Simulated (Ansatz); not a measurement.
`[AlH2][O]P` + dimethylamine → `CN(C)P` + `[OH][AlH2]` at 400 K and 1 bar (ligand exchange at a P–O bond).

Gas-phase electronic energies from Ansatz, PBE0-D4/def2-TZVP geometries. CCSD(T)/CBS adds triple-zeta CCSD(T) − MP2 to the extrapolated MP2 energy (def2 sets, frozen cores). This one scheme is used for every species. Each species was taken in one conformer, which may not be the lowest.

```tsv
species	CCSD(T)/CBS energy (Eh)	H − E (kJ/mol)	S (J/(mol·K))
`[AlH2][O]P`	-660.56673	119.2	345.4
`CNC`	-135.00321	264.6	293.2
`CN(C)P`	-476.53702	292.3	346.3
`[OH][AlH2]`	-319.03157	88.7	271.1
```

H − E and S are ideal-gas, rigid-rotor, harmonic terms from PBE0-D4/def2-TZVP, for one conformer and one mirror image of each species. 1 Eh = 2625.50 kJ/mol, R = 8.31446 J/(mol·K).

Problem. By hand: ΔE, ΔH, ΔS and ΔG.

Solution. ΔE = (-476.53702) + (-319.03157) − (-660.56673) − (-135.00321) = 0.00135 Eh = 3.5 kJ/mol. Δ(H − E) = 292.3 + 88.7 − 119.2 − 264.6 = -2.8, so ΔH = 0.7 kJ/mol. ΔS = 346.3 + 271.1 − 345.4 − 293.2 = -21.2 J/(mol·K). ΔG = 0.7 − 400 × (-21.2)/1000 = 9.2 kJ/mol.

Problem. By hand: the equilibrium constant, and the temperature at which ΔG would vanish if ΔH and ΔS stayed fixed.

Solution. log₁₀ K = −ΔG/(RT ln 10) = -1.2. ΔH and −TΔS have one sign here, so there is no such temperature.

TΔS isn't small against ΔH here. A doubt of 5 kJ/mol in ΔE shifts log₁₀ K by 0.7 here. Other conformers and mirror images would add mixing entropy, several J/(mol·K) or more a flexible species. Modes under 60 cm⁻¹, often nearly free rotors, make the harmonic entropy too high. These are equilibria of isolated gas molecules and say nothing of rates. Largest T1 diagnostic: 0.014 (customary marks: 0.02 for closed shells, 0.045 for open ones).
